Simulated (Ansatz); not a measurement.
A run of Ansatz (development build ahead of 0.2.0) on singlet C₃H₄ at this shape:

| atom | x (Å) | y (Å) | z (Å) |
| --- | --- | --- | --- |
| C | 0.0000 | 0.0000 | -1.3078 |
| C | 0.0000 | 0.0000 | 0.0000 |
| C | 0.0000 | 0.0000 | 1.3078 |
| H | 0.0000 | -0.9368 | -1.8749 |
| H | 0.0000 | 0.9368 | -1.8749 |
| H | -0.9368 | 0.0000 | 1.8749 |
| H | 0.9368 | 0.0000 | 1.8749 |

Its results:

* Converged: yes
* Reference energy: -115.90680 hartree
* Correlation energy: -0.46599 hartree
* Total energy: -116.37279 hartree
* Spin squared of the determinant: 0.000

Question: Which input gives this output? Name the method, the orbitals and the basis set, and write the input.

Answer: RHF-MP2 in def2-TZVP. An unrestricted run that stays on the closed shell gives the same numbers.

```yaml
crystal:
  periodic: [false, false, false]
  atoms:
    - { symbol: C, position_ang: [0.0, 0.0, -1.30777] }
    - { symbol: C, position_ang: [0.0, 0.0, 0.0] }
    - { symbol: C, position_ang: [0.0, 0.0, 1.30777] }
    - { symbol: H, position_ang: [0.0, -0.93679, -1.87491] }
    - { symbol: H, position_ang: [0.0, 0.93679, -1.87491] }
    - { symbol: H, position_ang: [-0.93679, 0.0, 1.87491] }
    - { symbol: H, position_ang: [0.93679, 0.0, 1.87491] }
basis:
  gaussian: { orbitals: def2-TZVP }
hamiltonian:
  xc: hf
correlation:
  method: mp2
  frozen_orbitals: { C: 1, H: 0 }
```
